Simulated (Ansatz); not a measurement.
## Ansatz (development build ahead of 0.2.0) run

```yaml
crystal:
  periodic: [false, false, false]
  atoms:
    - { symbol: Si, position_ang: [0.0, 0.0, 3.4576] }
    - { symbol: S, position_ang: [0.0, 0.0, 0.0] }
    - { symbol: O, position_ang: [2.3705, 0.0, 1.3686] }
basis:
  gaussian: { orbitals: STO-3G }
magnetization:
  spin_polarized: true
  initial_magnetization: 2
hamiltonian:
  xc: hf
```

The input is written out in the form of the current development build from the run's settings.

Output:

| Property | Result |
| --- | --- |
| Converged | yes |
| Total energy | -752.40550 hartree |
| Spin squared of the determinant | 3.942 |
| Stability test | minimum |

Caution: the unrestricted determinant is a mixture of spin states; other spin multiplicities may lie lower.
